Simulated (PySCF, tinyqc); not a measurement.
Worked calculation: FCI on RHF in the sto-6g basis, frozen core, for LiH, spin multiplicity 1. The lowest restricted solution is unstable here: a spin-polarised one lies 0.0397 hartree lower (PySCF). Computed by tinyqc, a small Python program that keeps every step (integrals from PySCF). Settings: charge = 0, multiplicity = 1, basis = sto-6g, method = RHF, frozen orbitals = 1, energy threshold = 1e-10, iteration cap = 55, orthogonalisation = symmetric, start = Wolfsberg-Helmholz matrix, DIIS depth = 6, ci = FCI, davidson = 1. Command: `OMP_NUM_THREADS=1 python tinyqc.py 20268 20269 out.jsonl` (the two numbers bound the seeds that draw the settings). One thread of a shared host (Intel(R) Xeon(R) Processor @ 2.60GHz), about 0.2 s of CPU time with the checks. The early iterations of the SCF are left out here.

## One-electron integrals

Geometry (angstrom):
```
atom       x       y       z
Li    0.0000  0.0000  0.0000
H     0.0000  0.0000  2.6310
```

Basis sto-6g: exponents (1/bohr^2) and contraction coefficients of normalised primitives:
```
element  l (shell)  exponent  coefficient
Li           s (1)  167.1758       0.0092
Li           s (1)   30.6515       0.0494
Li           s (1)    8.5752       0.1685
Li           s (1)    2.9458       0.3706
Li           s (1)    1.1439       0.4165
Li           s (1)    0.4711       0.1303
Li           s (2)    6.5976      -0.0133
Li           s (2)    1.3058      -0.0470
Li           s (2)    0.4059      -0.0338
Li           s (2)    0.1561       0.2502
Li           s (2)    0.0678       0.5951
Li           s (2)    0.0311       0.2407
Li           p (3)    6.5976       0.0038
Li           p (3)    1.3058       0.0377
Li           p (3)    0.4059       0.1739
Li           p (3)    0.1561       0.4180
Li           p (3)    0.0678       0.4259
Li           p (3)    0.0311       0.1017
H            s (1)   35.5232       0.0092
H            s (1)    6.5131       0.0494
H            s (1)    1.8221       0.1685
H            s (1)    0.6260       0.3706
H            s (1)    0.2431       0.4165
H            s (1)    0.1001       0.1303
```

Overlap, kinetic and nuclear-attraction integrals over the contracted functions; the nuclear repulsion is the sum of Za Zb / Rab.

nuclear repulsion = 0.603395 hartree

overlap S, order 1Li 1s, 1Li 2s, 1Li 2px, 1Li 2py, 1Li 2pz, 2H 1s:
```
[[1.0000, 0.2357, 0.0000, 0.0000, 0.0000, 0.0070],
 [0.2357, 1.0000, 0.0000, 0.0000, 0.0000, 0.1782],
 [0.0000, 0.0000, 1.0000, 0.0000, 0.0000, 0.0000],
 [0.0000, 0.0000, 0.0000, 1.0000, 0.0000, 0.0000],
 [0.0000, 0.0000, 0.0000, 0.0000, 1.0000, 0.2672],
 [0.0070, 0.1782, 0.0000, 0.0000, 0.2672, 1.0000]]
```

kinetic energy T (hartree), order 1Li 1s, 1Li 2s, 1Li 2px, 1Li 2py, 1Li 2pz, 2H 1s:
```
[[3.6167, -0.1107, 0.0000, 0.0000, 0.0000, -0.0033],
 [-0.1107, 0.1065, 0.0000, 0.0000, 0.0000, 0.0018],
 [0.0000, 0.0000, 0.3200, 0.0000, 0.0000, 0.0000],
 [0.0000, 0.0000, 0.0000, 0.3200, 0.0000, 0.0000],
 [0.0000, 0.0000, 0.0000, 0.0000, 0.3200, 0.0194],
 [-0.0033, 0.0018, 0.0000, 0.0000, 0.0194, 0.7685]]
```

nuclear attraction V (hartree), order 1Li 1s, 1Li 2s, 1Li 2px, 1Li 2py, 1Li 2pz, 2H 1s:
```
[[-8.2683, -0.8758, 0.0000, 0.0000, -0.0063, -0.0263],
 [-0.8758, -1.3981, 0.0000, 0.0000, -0.0674, -0.2495],
 [0.0000, 0.0000, -1.3824, 0.0000, 0.0000, 0.0000],
 [0.0000, 0.0000, 0.0000, -1.3824, 0.0000, 0.0000],
 [-0.0063, -0.0674, 0.0000, 0.0000, -1.4293, -0.3780],
 [-0.0263, -0.2495, 0.0000, 0.0000, -0.3780, -1.8429]]
```

core Hamiltonian H = T + V (hartree), order 1Li 1s, 1Li 2s, 1Li 2px, 1Li 2py, 1Li 2pz, 2H 1s:
```
[[-4.6515, -0.9865, 0.0000, 0.0000, -0.0063, -0.0295],
 [-0.9865, -1.2916, 0.0000, 0.0000, -0.0674, -0.2477],
 [0.0000, 0.0000, -1.0624, 0.0000, 0.0000, 0.0000],
 [0.0000, 0.0000, 0.0000, -1.0624, 0.0000, 0.0000],
 [-0.0063, -0.0674, 0.0000, 0.0000, -1.1093, -0.3586],
 [-0.0295, -0.2477, 0.0000, 0.0000, -0.3586, -1.0744]]
```

## Two-electron integrals

Functions are numbered as in S; the eight-fold symmetry (ij|kl) = (ji|kl) = (kl|ij) leaves the list below.

Two-electron integrals (ij|kl) in chemists' order, unique and non-zero (hartree):
```
(11|11) 1.6812     (21|11) 0.2426     (21|21) 0.0445     (22|11) 0.3972
(22|21) 0.0903     (22|22) 0.2906     (31|31) 0.0094     (32|31) 0.0143
(32|32) 0.0642     (33|11) 0.3972     (33|21) 0.0903     (33|22) 0.2906
(33|33) 0.3131     (41|41) 0.0094     (42|41) 0.0143     (42|42) 0.0642
(43|43) 0.0169     (44|11) 0.3972     (44|21) 0.0903     (44|22) 0.2906
(44|33) 0.2794     (44|44) 0.3131     (51|51) 0.0094     (52|51) 0.0143
(52|52) 0.0642     (53|53) 0.0169     (54|54) 0.0169     (55|11) 0.3972
(55|21) 0.0903     (55|22) 0.2906     (55|33) 0.2794     (55|44) 0.2794
(55|55) 0.3131     (61|11) 0.0069     (61|21) 0.0012     (61|22) 0.0026
(61|33) 0.0026     (61|44) 0.0026     (61|51) 1.67e-04   (61|52) 3.63e-04
(61|55) 0.0027     (61|61) 3.88e-05   (62|11) 0.0458     (62|21) 0.0107
(62|22) 0.0410     (62|33) 0.0386     (62|44) 0.0386     (62|51) 0.0016
(62|52) 0.0127     (62|55) 0.0457     (62|61) 3.74e-04   (62|62) 0.0137
(63|31) 0.0005     (63|32) 0.0031     (63|53) 0.0014     (63|63) 0.0005
(64|41) 0.0005     (64|42) 0.0031     (64|54) 0.0014     (64|64) 0.0005
(65|11) 0.0656     (65|21) 0.0154     (65|22) 0.0601     (65|33) 0.0561
(65|44) 0.0561     (65|51) 0.0025     (65|52) 0.0200     (65|55) 0.0680
(65|61) 0.0005     (65|62) 0.0215     (65|65) 0.0337     (66|11) 0.2011
(66|21) 0.0474     (66|22) 0.1966     (66|33) 0.1823     (66|44) 0.1823
(66|51) 0.0063     (66|52) 0.0650     (66|55) 0.2251     (66|61) 0.0017
(66|62) 0.0914     (66|65) 0.1459     (66|66) 0.7750
```

## Orthogonalisation

S = U s U^T; symmetric (Loewdin) form X = U s^(-1/2) U^T, so that X^T S X = 1.

eigenvalues of S: [0.6458, 0.8206, 1.0000, 1.0000, 1.1733, 1.3603]

X, order 1Li 1s, 1Li 2s, 1Li 2px, 1Li 2py, 1Li 2pz, 2H 1s:
```
[[1.0221, -0.1244, 0.0000, 0.0000, -0.0032, 0.0139],
 [-0.1244, 1.0355, 0.0000, 0.0000, 0.0200, -0.0982],
 [0.0000, 0.0000, 1.0000, 0.0000, 0.0000, 0.0000],
 [0.0000, 0.0000, 0.0000, 1.0000, 0.0000, 0.0000],
 [-0.0032, 0.0200, 0.0000, 0.0000, 1.0290, -0.1431],
 [0.0139, -0.0982, 0.0000, 0.0000, -0.1431, 1.0423]]
```

## Iteration 9 (converged): orbitals

converged F (hartree), order 1Li 1s, 1Li 2s, 1Li 2px, 1Li 2py, 1Li 2pz, 2H 1s:
```
[[-2.4176, -0.6224, 0.0000, 0.0000, 0.0121, -0.0187],
 [-0.6224, -0.1858, 0.0000, 0.0000, -0.0393, -0.1541],
 [0.0000, 0.0000, 0.1528, 0.0000, 0.0000, 0.0000],
 [0.0000, 0.0000, 0.0000, 0.1528, 0.0000, 0.0000],
 [0.0121, -0.0393, 0.0000, 0.0000, 0.0880, -0.1545],
 [-0.0187, -0.1541, 0.0000, 0.0000, -0.1545, -0.0576]]
```

Diagonalise F' = X^T F X, C = X C', fill 2 alpha and 2 beta electrons from the bottom; D = 2 C_occ C_occ^T. Each column has its largest component positive (the first on a tie).

F' = X^T F X (hartree):
```
[[-2.3704, -0.3389, 0.0000, 0.0000, 0.0107, 0.0246],
 [-0.3389, -0.0470, 0.0000, 0.0000, -0.0048, -0.1525],
 [0.0000, 0.0000, 0.1528, 0.0000, 0.0000, 0.0000],
 [0.0000, 0.0000, 0.0000, 0.1528, 0.0000, 0.0000],
 [0.0107, -0.0048, 0.0000, 0.0000, 0.1367, -0.1742],
 [0.0246, -0.1525, 0.0000, 0.0000, -0.1742, 0.0146]]
```

orbital energies (hartree): [-2.4188, -0.1994, 0.0631, 0.1528, 0.1528, 0.2891]

coefficients C, order 1Li 1s, 1Li 2s, 1Li 2px, 1Li 2py, 1Li 2pz, 2H 1s:
```
[[0.9943, -0.1410, -0.2070, 0.0000, 0.0000, -0.0955],
 [0.0233, 0.5306, 0.8036, 0.0000, 0.0000, 0.4124],
 [0.0000, 0.0000, 0.0000, 0.1390, 0.9903, 0.0000],
 [0.0000, 0.0000, 0.0000, 0.9903, -0.1390, 0.0000],
 [-0.0042, 0.3054, -0.5549, 0.0000, 0.0000, 0.8237],
 [-0.0010, 0.6442, -0.2798, 0.0000, 0.0000, -0.7895]]
```

D after iteration 9, order 1Li 1s, 1Li 2s, 1Li 2px, 1Li 2py, 1Li 2pz, 2H 1s:
```
[[2.0169, -0.1033, 0.0000, 0.0000, -0.0946, -0.1837],
 [-0.1033, 0.5641, 0.0000, 0.0000, 0.3239, 0.6835],
 [0.0000, 0.0000, 0.0000, 0.0000, 0.0000, 0.0000],
 [0.0000, 0.0000, 0.0000, 0.0000, 0.0000, 0.0000],
 [-0.0946, 0.3239, 0.0000, 0.0000, 0.1866, 0.3935],
 [-0.1837, 0.6835, 0.0000, 0.0000, 0.3935, 0.8299]]
```

Within a degenerate level the vectors are fixed only up to a rotation; this is one choice.

## Convergence

Stop when the energy changes by less than 1e-10 hartree and every element of the error matrix X^T (F D S - S D F) X is below 3e-06.

Course of the cycle:
```
iteration  E (hartree)     change  largest element of the error matrix
1            -7.819020          -                             8.43e-02
2            -7.834680  -1.57e-02                             2.94e-02
3            -7.840388  -5.71e-03                             1.74e-02
4            -7.843314  -2.93e-03                             8.75e-03
5            -7.843541  -2.26e-04                             1.31e-03
6            -7.843547  -6.94e-06                             4.55e-04
7            -7.843548  -5.62e-07                             6.32e-05
8            -7.843548  -1.12e-08                             5.19e-07
9            -7.843548  -5.68e-13                             7.76e-08
```

PySCF RHF in the same basis = -7.843548 hartree

Converged in 9 iterations.

## Integrals over molecular orbitals

(pq|rs) = sum C_ip C_jq C_kr C_ls (ij|kl), one index at a time.

one-electron integrals over orbitals h = C^T H C (hartree):
```
[[-4.6445, 0.0975, 0.1607, 0.0000, 0.0000, 0.0504],
 [0.0975, -1.1842, -0.0113, 0.0000, 0.0000, -0.0749],
 [0.1607, -0.0113, -1.0755, 0.0000, 0.0000, -0.0132],
 [0.0000, 0.0000, 0.0000, -1.0624, 0.0000, 0.0000],
 [0.0000, 0.0000, 0.0000, 0.0000, -1.0624, 0.0000],
 [0.0504, -0.0749, -0.0132, 0.0000, 0.0000, -1.0283]]
```

Two-electron integrals over orbitals (pq|rs), unique and non-zero (hartree); the lowest 1 orbital is frozen and left out:
```
(22|22) 0.4247    (32|22) -0.0727   (32|32) 0.0358    (33|22) 0.2126
(33|32) 0.0188    (33|33) 0.3150    (42|42) 0.0205    (43|42) 0.0220
(43|43) 0.0415    (44|22) 0.2259    (44|32) 0.0243    (44|33) 0.2753
(44|44) 0.3131    (52|52) 0.0205    (53|52) 0.0220    (53|53) 0.0415
(54|54) 0.0169    (55|22) 0.2259    (55|32) 0.0243    (55|33) 0.2753
(55|44) 0.2794    (55|55) 0.3131    (62|22) -0.1023   (62|32) 0.0589
(62|33) 0.0135    (62|44) 0.0472    (62|55) 0.0472    (62|62) 0.1329
(63|22) 0.0693    (63|32) -0.0300   (63|33) -0.0373   (63|44) -0.0147
(63|55) -0.0147   (63|62) -0.0472   (63|63) 0.0418    (64|42) 0.0166
(64|43) 0.0097    (64|64) 0.0179    (65|52) 0.0166    (65|53) 0.0097
(65|65) 0.0179    (66|22) 0.3861    (66|32) -0.0501   (66|33) 0.2417
(66|44) 0.2514    (66|55) 0.2514    (66|62) -0.0655   (66|63) 0.0461
(66|66) 0.3752
```

## FCI: determinants and Hamiltonian

one-electron integrals dressed by the frozen orbital, h + 2 (pq|11) - (p1|1q) (hartree), order 2, 3, 4, 5, 6:
```
[[-0.6242, 0.0727, 0.0000, 0.0000, 0.1023],
 [0.0727, -0.3262, 0.0000, 0.0000, -0.0797],
 [0.0000, 0.0000, -0.2785, 0.0000, 0.0000],
 [0.0000, 0.0000, 0.0000, -0.2785, 0.0000],
 [0.1023, -0.0797, 0.0000, 0.0000, -0.3501]]
```

energy of the frozen orbital, 2 h_11 + (11|11) = -7.623350 hartree

Hartree-Fock energy = -7.843548 hartree

Slater-Condon rules over spin orbitals, with the nuclear repulsion and the energy of the frozen orbital added and E(HF) subtracted on the diagonal. Only determinants linked to the reference directly or through others are kept (one block of an abelian symmetry group), so some states are absent.

Occupation strings over the orbitals (2 doubly, a alpha, b beta, 0 empty; spin orbitals ordered 1a 1b 2a 2b ...): 220000 2ab000 2a000b 2ba000 2b000a 202000 20a00b 200200 200020 20b00a 200002

H - E(HF) between determinants (hartree), order 220000, 2ab000, 2a000b, 2ba000, 2b000a, 202000, 20a00b, 200200, 200020, 20b00a, 200002:
```
[[0.0000, 0.0000, 0.0000, 0.0000, 0.0000, 0.0358, 0.0589, 0.0205, 0.0205, -0.0589, 0.1329],
 [0.0000, 0.0858, -0.0104, -0.0358, -0.0589, 0.0915, -0.0300, 0.0220, 0.0220, -0.1159, -0.0472],
 [0.0000, -0.0104, 0.2354, -0.0589, -0.1329, -0.0300, 0.0226, 0.0166, 0.0166, 0.0472, 0.0368],
 [0.0000, -0.0358, -0.0589, 0.0858, -0.0104, -0.0915, -0.1159, -0.0220, -0.0220, -0.0300, 0.0472],
 [0.0000, -0.0589, -0.1329, -0.0104, 0.2354, 0.0300, 0.0472, -0.0166, -0.0166, 0.0226, -0.0368],
 [0.0358, 0.0915, -0.0300, -0.0915, 0.0300, 0.4862, -0.1169, 0.0415, 0.0415, 0.1169, 0.0418],
 [0.0589, -0.0300, 0.0226, -0.1159, 0.0472, -0.1169, 0.3889, 0.0097, 0.0097, -0.0418, -0.0335],
 [0.0205, 0.0220, 0.0166, -0.0220, -0.0166, 0.0415, 0.0097, 0.5798, 0.0169, -0.0097, 0.0179],
 [0.0205, 0.0220, 0.0166, -0.0220, -0.0166, 0.0415, 0.0097, 0.0169, 0.5798, -0.0097, 0.0179],
 [-0.0589, -0.1159, 0.0472, -0.0300, 0.0226, 0.1169, -0.0418, -0.0097, -0.0097, 0.3889, 0.0335],
 [0.1329, -0.0472, 0.0368, 0.0472, -0.0368, 0.0418, -0.0335, 0.0179, 0.0179, 0.0335, 0.4985]]
```

## FCI: roots

Diagonalise (each vector has its largest component positive (the first on a tie)); all determinants have Ms = 0, so triplets appear too. The lowest singlet root is the correlation energy.

lowest roots of this matrix, relative to E(HF) (hartree): [-0.0605, -0.0230, 0.0161, 0.0905, 0.3469, 0.3870, 0.4321, 0.5354]

lowest vectors, order 220000, 2ab000, 2a000b, 2ba000, 2b000a, 202000, 20a00b, 200200, 200020, 20b00a, 200002:
```
[[0.9114, 0.0000, -0.2500, 0.0000],
 [0.1261, 0.6342, 0.5858, -0.1530],
 [-0.0180, 0.2357, -0.1422, 0.6391],
 [-0.1261, 0.6342, -0.5858, -0.1530],
 [0.0180, 0.2357, 0.1422, 0.6391],
 [-0.1653, 0.0000, -0.3296, 0.0000],
 [-0.1848, 0.2055, -0.1700, -0.2610],
 [-0.0146, 0.0000, -0.0046, 0.0000],
 [-0.0146, 0.0000, -0.0046, 0.0000],
 [0.1848, 0.2055, 0.1700, -0.2610],
 [-0.2019, 0.0000, 0.2106, 0.0000]]
```

<S^2> of these roots: [0.0000, 2.0000, 0.0000, 2.0000, 0.0000, 0.0000, 2.0000, 0.0000]

weight of the ground state by excitation level 0, 1, 2, ...: [0.8307, 0.0325, 0.1368]

The reference has a weight of only 0.83: one determinant is a poor start here. A root of higher spin lies below E(HF).

## The lowest root by the Davidson method

Start from the reference; add the residual divided by (theta - H_ii), orthogonalised, at each step.

Davidson iterations:
```
iteration  subspace  lowest Ritz value (hartree)  residual norm
1                 1                            0       1.63e-01
2                 2                    -0.055933       2.79e-02
3                 3                    -0.058450       2.22e-02
4                 4                    -0.060231       9.75e-03
5                 5                    -0.060474       2.55e-03
6                 6                    -0.060484       7.92e-05
7                 7                    -0.060484       5.73e-17
```
